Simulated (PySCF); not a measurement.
## H7NSi2: core ionisation energies

(H3Si)2NH.
Z-matrix (Å and degrees, PBE0-D3(BJ)/def2-SVP geometry), rows numbered from 1:
```
Si
H   1  1.4969
H   1  1.4918  2  109.71
H   1  1.4982  2  106.98  3  -117.94
N   1  1.7408  2  111.18  3   118.50
Si  5  1.7410  1  129.33  2  -128.48
H   6  1.4970  5  111.13  1   129.08
H   6  1.4918  5  107.29  1     9.11
H   6  1.4982  5  112.85  1  -110.81
H   5  1.0176  1  115.31  2    55.89
```

Level of theory: delta-SCF UKS SCAN, pcX-2 on the ionised atom, pcseg-1 elsewhere, spin-free X2C (PySCF 2.14.0). Each binding energy is the total energy of the core-ionised species, with the hole localised on one atom, minus that of the ground state; both are solved self-consistently, so orbital relaxation is included.

Question: What binding energy does each computed site have?

Answer: 
```json
{"atom(s)": "Si1/Si6", "bonded to": "N and 3 H", "level": "Si 1s", "binding energy (eV)": "1847.00", "2p1/2 (eV)": "–", "count": "2"}
{"atom(s)": "N5", "bonded to": "H and 2 Si", "level": "N 1s", "binding energy (eV)": "404.36", "2p1/2 (eV)": "–", "count": "1"}
{"atom(s)": "Si1/Si6", "bonded to": "N and 3 H", "level": "Si 2p3/2", "binding energy (eV)": "107.14", "2p1/2 (eV)": "107.76", "count": "2"}
```

Question: Which photon energy gives electrons from N 1s of N5 a kinetic energy of 50 eV, and what is their de Broglie wavelength?

Answer: hν = 404.36 + 50 = 454.36 eV, recoil neglected; λ = 12.264 Å/√(E/eV) = 1.73 Å.

The first atom of each set that the bonding makes equivalent was ionised and stands for the set. The 2p values add to the ΔSCF energy of one spin-free hole a correction within the shell (spin–orbit coupling, ligand field). 2p1/2 minus 2p3/2 (ligand field included): Si 0.62 eV. Geometry: PBE0-D3(BJ)/def2-SVP; no solvent, vibrations or thermal averaging.
